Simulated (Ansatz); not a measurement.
Basis-set extrapolation for C$_{3}$H$_{5}$NO$_{2}$, SMILES `C=C(O)C(=N)O` (PBE0-D4/def2-TZVP geometry, frozen core, the Gaussian-basis code of Ansatz). Multiplicity 1, RHF reference.

```csv
,def2-TZVPP,def2-QZVPP
HF,-320.796711,-320.811146
MP2 correlation,-1.153044,-1.237086
CCSD(T) correlation,-1.226129,not run
```

Energies in hartree. Use E(X) = E(∞) + A·exp(−7.88·√X) for Hartree–Fock and E(X) = E(∞) + B·X^(−2.97) for correlation, with X = 3 and 4, and add CCSD(T) minus MP2 of the smaller set to the MP2 limit.

**Question.** What is the CCSD(T) energy at the basis-set limit?

**Answer.** HF limit: -320.811146 + (-0.014435) × 0.13774 = -320.81313. MP2 limit: -1.237086 + (-0.084042) × 0.74074 = -1.29934. Higher-order term: -1.226129 − (-1.153044) = -0.07309. Total: -322.18556 hartree, 102.1 kcal/mol below CCSD(T)/def2-TZVPP.
